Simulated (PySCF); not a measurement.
Molecule: SMILES O=O (O2), triplet. Atoms near the plane z = 0.8 Å, at the B3LYP/def2-SVP optimised geometry (x, y, z in Å): O1 (-0.6, 0.0, 0.0), O2 (0.6, 0.0, 0.0).

Level of theory: unrestricted B3LYP/def2-TZVP run with PySCF. The values are rescaled to run from 0 to 1.

```
|0000000000000000000000000000000|
|0000000000000000000000000000000|
|0000000000000000000000000000000|
|0000000000000000000000000000000|
|0000000000000000000000000000000|
|0000000000000000000000000000000|
|0000000000000000000000000000000|
|0000000000000000000000000000000|
|0000000000000111110000000000000|
|0000000000011122211100000000000|
|0000000000112233322110000000000|
|0000000001234555554321000000000|
|0000000012357888887532100000000|
|0000000013699999999963100000000|
|0000000125999999999995210000000|
|0000000125999999999995210000000|
|0000000125999999999995210000000|
|0000000013699999999963100000000|
|0000000012357888887532100000000|
|0000000001234555554321000000000|
|0000000000112233322110000000000|
|0000000000011122211100000000000|
|0000000000000111110000000000000|
|0000000000000000000000000000000|
|0000000000000000000000000000000|
|0000000000000000000000000000000|
|0000000000000000000000000000000|
|0000000000000000000000000000000|
|0000000000000000000000000000000|
|0000000000000000000000000000000|
|0000000000000000000000000000000|
```
Scale: ten equal steps from 0.000 (start of '0') to 1.00 (end of '9'), in the order '0123456789'; x runs from -3.00 to 3.00, y from -3.00 (bottom) to 3.00 (top).

Q: Which quantity is mapped?
A) electrostatic potential
B) spin density
C) an orbital amplitude
D) Laplacian of the electron density

A: A, electrostatic potential. In full: electrostatic potential (hartree/e), clipped to [-0.08, 0.12].
